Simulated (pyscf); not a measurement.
Routes from H₃C–CH₂–SiH₃ + hydrogen chloride (HCl)

Candidate steps break at most two bonds and form at most two. Each was searched with GFN2-xTB (tblite) first. Single points on ωB97X-D3(BJ)/def2-SVP structures (PySCF, gas phase). Energies: ωB97M-D3(BJ)/def2-TZVP, eV, from the separated reactants, singlet surface; ΔG‡ with ideal gas, 1 atm, RRHO with modes under 100 cm⁻¹ raised to 100, one conformer, R ln 2 for chiral ones without a mode under 150 cm⁻¹.

```csv
products,type,ΔE‡,ΔE,ΔG‡ 298 K,ΔG‡ 900 K,ν‡ (cm⁻¹)
H₃C–CH₂–SiH₂–Cl + H₂,four-centre exchange,1.44,-0.85,1.87,2.75,910i
H₃C–CH₃ + H₃Si–Cl,four-centre exchange,1.63,-1.07,2.09,3.02,641i
```

Plain bond fissions and candidates not yet searched are not listed, and one of them may be faster. Each barrier is that of the saddle found; lower ones may exist.
